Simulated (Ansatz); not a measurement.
InSb2S4Br (C2/m, No. 12), treated with r²SCANh in Ansatz (PAW).

Run with plane-wave cutoff 520 eV, 6×6×2 k mesh (along the axes of the cell as run), Fermi–Dirac smearing 0.01 eV, scalar-relativistic PAW data made under PBE.

Cell (measured lattice):

```cif
data_Br2In2S8Sb4
_chemical_formula_sum 'In2 Sb4 S8 Br2'
_space_group_name_H-M_alt 'P 1'
_space_group_IT_number 1
_cell_length_a 10.27211
_cell_length_b 10.27211
_cell_length_c 11.66000
_cell_angle_alpha 118.561
_cell_angle_beta 118.561
_cell_angle_gamma 21.699
loop_
_space_group_symop_operation_xyz
  'x, y, z'
loop_
_atom_site_label
_atom_site_type_symbol
_atom_site_fract_x
_atom_site_fract_y
_atom_site_fract_z
_atom_site_occupancy
In1 In 0.33670 0.33670 0.56620 1
In2 In 0.66330 0.66330 0.43380 1
Sb1 Sb 0.04660 0.04660 0.78310 1
Sb2 Sb 0.95340 0.95340 0.21690 1
Sb3 Sb 0.70490 0.70490 0.09700 1
Sb4 Sb 0.29510 0.29510 0.90300 1
S1 S 0.21230 0.21230 0.34820 1
S2 S 0.78770 0.78770 0.65180 1
S3 S 0.31950 0.31950 0.13150 1
S4 S 0.68050 0.68050 0.86850 1
S5 S 0.10130 0.10130 0.02470 1
S6 S 0.89870 0.89870 0.97530 1
S7 S 0.46340 0.46340 0.78780 1
S8 S 0.53660 0.53660 0.21220 1
Br1 Br 0.89600 0.89600 0.46530 1
Br2 Br 0.10400 0.10400 0.53470 1
```

Q: Estimate the band gap, smallest direct gap on the k points sampled and direct gap at Γ that the calculation returns.

A: 
- band gap = 2.22 eV
- smallest direct gap on the k points sampled = 2.25 eV
- direct gap at Γ = 2.64 eV

Note: cell and atoms aren't relaxed at this level (largest force component 0.15 eV/Å, pressure 0.5 GPa).

Spin–orbit coupling is not included.

Computed values are for the static lattice.

Ansatz is a program for electronic structure.
